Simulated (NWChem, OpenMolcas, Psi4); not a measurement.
**How basis sets differ on SiH4O (silanol)**

SiH4O: 6 atoms, total charge 0, spin state singlet. SMILES: `O[SiH3]`. The coordinates come from a PBE0-D4/def2-TZVP relaxation.

Each level gives the dipole moment (D). The values are calculated.

```tsv
level	kind	program	value (D)	CPU time
HF/ANO-R0 (sfX2C)	Hartree–Fock	OpenMolcas	2.19	3.7 s
HF/STO-3G	Hartree–Fock	NWChem	1.28	1.1 s
HF/3-21G	Hartree–Fock	OpenMolcas	1.83	1.8 s
HF/ANO-RCC-VDZP (DKH2)	Hartree–Fock	OpenMolcas	1.46	3 s
HF/def2-SVP	Hartree–Fock	NWChem	1.51	4.4 s
HF/def2-SVP (density fitting)	Hartree–Fock	Psi4	1.51	2.8 s
HF/aug-cc-pVDZ (RICD fitting)	Hartree–Fock	OpenMolcas	1.39	3.6 s
HF/cc-pVTZ	Hartree–Fock	OpenMolcas	1.39	20 s
HF/cc-pVTZ (density fitting)	Hartree–Fock	Psi4	1.39	1.8 s
```

The values span 1.28 to 2.19 D. Magnitudes only. Sets without polarisation functions give poor dipoles. Without the sets that lack polarisation functions the rows with a basis span only 1.39 to 1.51 D. CPU times are rough (shared hosts, several kinds of processor and program).
